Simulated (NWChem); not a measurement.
# ethylene (C₂H₄); SMILES C=C

Computed with NWChem. Pople sets run with spherical d functions. Each level has its own optimisation; frequencies are unscaled.

Question: Order these runs by computing time, cheapest first, and give rough ratios: PBE/STO-3G; PBE/6-311++G**; PBE/6-31G*.

Answer: PBE/STO-3G (1), PBE/6-31G* (3), PBE/6-311++G** (10). Ratios are rough, from one shared machine; the cheapest took about 6 core-seconds (a rough figure). What differs between the cheapest and the dearest: r C–C (Å) 1.340 → 1.336; r C–H (Å) 1.103 → 1.093; highest harmonic frequency (cm⁻¹) 3487 → 3161; lowest (cm⁻¹) 859 → 805.
